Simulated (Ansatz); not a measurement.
Relaxation of H$_{6}$Si$_{2}$ (8 atoms, charge 0, multiplicity 1), to a largest force component of 0.02 eV/Å in at most 40 steps.

Method: RKS PBE0-D4/cc-pVDZ (Ansatz 0.2.0).

```xyz
8
Properties=species:S:1:pos:R:3
Si 0.000 0.000 0.000
Si 0.000 0.000 2.220
H -1.315 -0.407 2.707
H 1.010 -0.935 2.707
H 0.305 1.342 2.707
H 1.377 0.000 -0.486
H -0.688 1.191 -0.486
H -0.688 -1.191 -0.486
```

**Question.** Where does it end, and by what steps?

**Answer.** The forces met the threshold. The force dipped under the threshold on the way, but the program's further checks kept it going. After 7 steps the energy has fallen by 0.215 eV; H7 moved furthest, 0.23 Å.

| step | energy less start (eV) | largest force component (eV/Å) | accepted |
| --- | --- | --- | --- |
| 0 | 0.0000 | 0.814 | yes |
| 1 | -0.1963 | 0.202 | yes |
| 2 | -0.2082 | 0.025 | yes |
| 3 | -0.2123 | 0.007 | yes |
| 4 | -0.2119 | 0.117 | no |
| 5 | -0.2142 | 0.041 | yes |
| 6 | -0.2147 | 0.020 | yes |
| 7 | -0.2148 | 0.006 | yes |

```xyz
8
Properties=species:S:1:pos:R:3
Si 0.000 0.000 -0.064
Si 0.001 0.000 2.285
H -1.391 -0.210 2.802
H 0.877 -1.101 2.805
H 0.515 1.310 2.803
H 1.392 0.212 -0.581
H -0.879 1.099 -0.584
H -0.513 -1.310 -0.582
```

Run time: 14 s on 1 thread of Arm Neoverse V2 (shared host), peak memory 0.11 GiB.
